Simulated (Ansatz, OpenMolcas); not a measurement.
## From OpenMolcas to Ansatz

OpenMolcas 26.06 runs this on doublet BH2F+:

calc.inp:
```
>>> EXPORT MOLCAS_PRINT=2

&GATEWAY
  BASLIB=$CurrDir
  BASISSET
  B.3-21G....
  B1 -0.027300 -0.004000 -0.030800 angstrom
  End of Basis
  BASISSET
  F.3-21G....
  F2 1.061200 -0.296700 0.649900 angstrom
  End of Basis
  BASISSET
  H.3-21G....
  H3 -1.012500 -0.649100 0.186200 angstrom
  H4 0.034200 0.889600 -0.825600 angstrom
  End of Basis

&SEWARD

&SCF
  UHF
  CHARGE=1
  SPIN=2
  THRESHOLDS=1e-10 1e-07 1e-07 1e-05
  PRORBITALS=1
```

```bash
$ export MOLCAS_MEM=1860
$ pymolcas calc.inp > calc.log
```

(Basis files named in the input come from the Basis Set Exchange and aren't shown.)

The shape is that of a PBE0-D4/def2-TZVP optimisation. That shape belongs to the parent species and isn't relaxed for this state.

It gives a total energy of -124.189401 Eh.

Question: Write the same calculation for Ansatz 0.2.0 as an input file of the program's own.

Answer: For example:

in.yaml:
```yaml
crystal:
  periodic: [false, false, false]
  atoms:
    - {symbol: B, position_ang: [-0.027300, -0.004000, -0.030800]}
    - {symbol: F, position_ang: [1.061200, -0.296700, 0.649900]}
    - {symbol: H, position_ang: [-1.012500, -0.649100, 0.186200]}
    - {symbol: H, position_ang: [0.034200, 0.889600, -0.825600]}
basis:
  gaussian: {orbitals: 3-21G.json}
total_charge: 1
magnetization: {spin_polarized: true, initial_magnetization: 1}
hamiltonian: {xc: hf}
accuracy: high
output: {orbitals: {seedname: orbitals}}
```

```bash
$ ansatz run in.yaml --threads 1 --pin off --max-ram 3480MiB --events-out events.jsonl --progress --plain --runs-dir runs
```

(Basis files named in the input come from the Basis Set Exchange and aren't shown.)

Its energy is -124.189401 Eh, the same as the first but for the last digit, at most.
